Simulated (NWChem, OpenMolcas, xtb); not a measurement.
How methods differ on BF2 (SMILES F[B]F)

BF2 has 3 atoms, charge 0, and is taken as a doublet. As SMILES, `F[B]F`. The coordinates come from a PBE0-D4/def2-TZVP relaxation.

```xyz
3

F     0.5131   -1.0443    0.1600
B     0.2790    0.2405    0.1813
F    -0.8029    0.7389   -0.3546
```

Each level gives the dipole moment (D). The values are calculated.

| level | kind | program | value (D) | CPU time |
| --- | --- | --- | --- | --- |
| GFN0-xTB | semi-empirical | xtb | 1.11 | under 2 s |
| GFN1-xTB | semi-empirical | xtb | 0.87 | under 2 s |
| GFN2-xTB | semi-empirical | xtb | 0.71 | under 2 s |
| ROHF/ANO-S-MB | Hartree–Fock | OpenMolcas | ? | 2.7 s |
| UHF/3-21G | Hartree–Fock | NWChem | 0.82 | 0.84 s |
| UHF/def2-SVP | Hartree–Fock | NWChem | 0.67 | 2.3 s |
| UHF/cc-pVTZ | Hartree–Fock | OpenMolcas | 0.59 | 6.5 s |
| UPBE0/SBKJC-VDZ (core potential) | global hybrid | NWChem | 0.50 | 1.4 s |
| UMN15/pc-0 | hybrid meta-GGA | NWChem | 0.63 | 2.5 s |

Problem. Estimate the missing values from the other rows.

Solution. As computed at these levels: ROHF/ANO-S-MB: 0.89 D. The values span 0.50 to 1.11 D. Magnitudes only: a small dipole may point the other way at some levels. Sets without polarisation functions give poor dipoles. Times are those of the runs behind each value, whatever else they computed, on shared processors of several kinds: orders of magnitude only.
